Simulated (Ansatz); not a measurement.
in.yaml

```yaml
crystal:
  periodic: [false, false, false]
  atoms:
    - {symbol: P, position_ang: [0.000359, -0.000202, -0.149148]}
    - {symbol: H, position_ang: [6.130771, 0.065678, 1.542481]}
    - {symbol: H, position_ang: [-3.125980, 5.282877, 1.513064]}
    - {symbol: H, position_ang: [-3.015848, -5.342333, 1.527754]}
basis:
  gaussian: {orbitals: "6-31++G**"}
total_charge: 1
magnetization: {spin_polarized: false, initial_magnetization: 1}
correlation: {method: ccsd_t, electrons: outside_noble_gas}
output: {forces: true}
```

```sh
$ ansatz run in.yaml --threads 1 --pin off --events-out ev --progress --plain --max-ram 2393MiB
```

**Question.** What does the program do with this input?

**Answer.** Not converged. The input was made wrong on purpose (coordinates in the wrong unit), so the run isn't a sound calculation of what was asked.
```
359 factors; integrals over basis functions are off by at most 1.2e-3 eV
mean field evaluation 1: about -9265.9631 eV, gradient 3.5e1 eV
mean field evaluation 2: about -9265.9678 eV, gradient 3.5e1 eV
mean field evaluation 4: about -9283.4667 eV, gradient 1.7e1 eV
mean field evaluation 8: about -9285.2166 eV, gradient 1.3e1 eV
mean field evaluation 16: about -9292.4090 eV, gradient 2.9e0 eV
mean field evaluation 32: about -9292.6376 eV, gradient 3.1e-2 eV
mean field evaluation 64: about -9290.4138 eV, gradient 2.9e-1 eV
mean field evaluation 96: about -9289.5080 eV, gradient 1.7e-1 eV
mean field evaluation 128: about -9292.6010 eV, gradient 5.9e-2 eV
mean field evaluation 160: about -9292.6428 eV, gradient 1.7e-6 eV
...
cycle 290  -9.16077624 eV  change    3.3e-8 eV  update   1.3e-7
cycle 291  -9.16077630 eV  change   -5.2e-8 eV  update   1.3e-7
cycle 292  -9.16077635 eV  change   -5.3e-8 eV  update   1.3e-7
cycle 293  -9.16077635 eV  change   -1.1e-9 eV  update   1.3e-7
cycle 294  -9.16077636 eV  change   -1.0e-8 eV  update   1.3e-7
cycle 295  -9.16077635 eV  change    5.9e-9 eV  update   1.3e-7
cycle 296  -9.16077638 eV  change   -2.2e-8 eV  update   1.3e-7
cycle 297  -9.16077641 eV  change   -3.6e-8 eV  update   1.3e-7
cycle 298  -9.16077641 eV  change    1.9e-9 eV  update   1.3e-7
cycle 299  -9.16077644 eV  change   -3.1e-8 eV  update   1.3e-7
Error: not converged in 300 cycles: update norm 1.502e-6, energy change -1.022e-7 eV, smallest ratio of the change in the update to the step in singles and doubles: 4.1e-3
```
